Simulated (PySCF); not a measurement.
Job file and geometry (Å, from PBE0-D3(BJ)/def2-TZVP) of an NMR shielding run on `O=S=O`, O$_{2}$S, PySCF, GIAO PBE0/pcSseg-2 NMR shielding, non-relativistic, gas phase; density fitting, a coarse starting grid and PySCF grid level 2 are the driver's defaults:

```
$ OMP_NUM_THREADS=1 python probes_run.py task.json out

{"job": {"kind": "nmr", "xc": "PBE0", "basis": "pcSseg-2"}, "charge": 0, "multiplicity": 1}
O     -1.249459     0.287794     0.007853
S     -0.046957    -0.488088    -0.008246
O      1.213287     0.190412    -0.006355
```

Question: What does the program print?

Answer: 
```
coarse grid: 3800 points
cycle   1  E = -548.2360547996  dE =  8.491e-01  |g| = 9.839e-01  |ddm| = 1.883e+00
cycle   2  E = -547.7423326770  dE =  4.937e-01  |g| = 1.908e+00  |ddm| = 1.475e+00
cycle   3  E = -548.4116728177  dE = -6.693e-01  |g| = 4.292e-02  |ddm| = 1.047e+00
cycle   4  E = -548.4120178763  dE = -3.451e-04  |g| = 1.949e-02  |ddm| = 6.432e-02
cycle   5  E = -548.4120864441  dE = -6.857e-05  |g| = 3.216e-03  |ddm| = 1.539e-02
cycle   6  E = -548.4120858341  dE =  6.101e-07  |g| = 3.847e-03  |ddm| = 3.536e-03
cycle   7  E = -548.4120886451  dE = -2.811e-06  |g| = 4.218e-04  |ddm| = 2.053e-03
final grid: 34168 points
cycle   8  E = -548.4108217241  dE = -1.682e-05  |g| = 4.596e-03  |ddm| = 1.365e-02
cycle   9  E = -548.4108177849  dE =  3.939e-06  |g| = 6.436e-03  |ddm| = 5.904e-03
cycle  10  E = -548.4108242028  dE = -6.418e-06  |g| = 1.963e-03  |ddm| = 3.645e-03
cycle  11  E = -548.4108248222  dE = -6.194e-07  |g| = 6.889e-04  |ddm| = 1.275e-03
cycle  12  E = -548.4108249099  dE = -8.769e-08  |g| = 7.549e-05  |ddm| = 3.776e-04
cycle  13  E = -548.4108249109  dE = -1.033e-09  |g| = 1.381e-05  |ddm| = 4.556e-05
cycle  14  E = -548.4108249110  dE = -3.149e-11  |g| = 1.499e-06  |ddm| = 8.851e-06
converged SCF energy = -548.4108249110

GIAO shielding tensors (ppm)
atom      isotropic    diamagn.    paramagn.     s11        s22        s33       span
  0 O     -302.799     395.841    -698.640   -851.310   -144.062     86.976    938.287
  1 S     -278.179    1050.357   -1328.536   -568.891   -243.968    -21.677    547.214
  2 O     -302.924     395.888    -698.812   -851.591   -144.039     86.856    938.447
```

Question: Turn these shieldings into chemical shifts. δ = σ(ref) − σ, references computed at the same level: H2O for ¹⁷O (σref 329.54); ³³S (σref 512.98) vs CS2.

Answer: Averaging equivalent atoms: O 0/2: 632.4; S 1: 791 ppm. Unscaled 17O shifts of doubly bonded oxygen tend to come out too high, by tens of ppm or more. Experimental scales use liquid or dissolved standards, which lie at an offset from isolated H2O (liquid H2O: subtract about 36 ppm).

Size and cost of the density-fitted run: 115 basis functions, 2.5 s wall time on 1 thread of an AMD EPYC 9R45 96-Core, shared host; peak memory 0.41 GiB.
